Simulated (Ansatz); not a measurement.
C₂H₅NOS, SMILES `OC1NCS1` at its PBE0-D4/def2-TZVP geometry, where that method's forces vanish. Charge 0, multiplicity 1.

```xyz
10

O     1.2949    0.6100   -1.3926
C     0.4552   -0.1900   -0.6426
N    -0.6263    0.5637   -0.0801
C    -0.6109    0.0658    1.2877
S     1.0221   -0.7065    1.0498
H     1.8112    0.0537   -1.9831
H     0.1639   -1.0767   -1.2237
H    -1.5066    0.5076   -0.5749
H    -0.6244    0.8522    2.0451
H    -1.3791   -0.6798    1.5145
```

Problem. What forces (eV/Å) does r2SCAN-D4/def2-TZVPP give on these atoms in Ansatz 0.2.0? (Best estimate.)

Solution. Computed: 
```
O1   0.135  0.244 -0.135
C2  -0.145 -0.231 -0.151
N3  -0.086  0.248 -0.131
C4  -0.157 -0.007  0.235
S5   0.287 -0.173  0.277
H6   0.026 -0.045 -0.037
H7   0.007 -0.022 -0.032
H8  -0.051 -0.011 -0.033
H9  -0.004  0.003  0.009
H10 -0.013 -0.006 -0.002
```
